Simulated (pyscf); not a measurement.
Thermochemistry of product channels of H₂C=C(CH₃)–CH₃ + Cl atom (Cl•) on the doublet surface, in kcal/mol, from ωB97M-D3(BJ)/def2-TZVP energies (ideal gas, 1 atm, RRHO with modes under 100 cm⁻¹ raised to 100, one conformer, R ln 2 for chiral ones without a mode under 150 cm⁻¹). PySCF, gas phase, ωB97X-D3(BJ)/def2-SVP geometries.

```tsv
products	ΔE	ΔH(298 K)	ΔG(600 K)	ΔG(1200 K)
•H₂C–C(CH₃)(CH₃)–Cl	?	-19.5	-3.1	+12.4
H₃C–C•(CH₃)–CH₂–Cl	?	-22.4	-8.4	+5.4
```

**Question.** Some entries are withheld; supply them.

**Answer.** 
- •H₂C–C(CH₃)(CH₃)–Cl, ΔE: -19.0
- H₃C–C•(CH₃)–CH₂–Cl, ΔE: -22.8

The channel to •H₂C–C(CH₃)(CH₃)–Cl turns unfavourable between 298 and 1200 K (ΔG from -11.3 kcal/mol to +12.4 kcal/mol). The channel to H₃C–C•(CH₃)–CH₂–Cl turns unfavourable between 298 and 1200 K (ΔG from -15.5 kcal/mol to +5.4 kcal/mol).

These are energies of the channels, which say nothing of barriers. Left out: orbital degeneracy and the spin-orbit lowering of Cl.
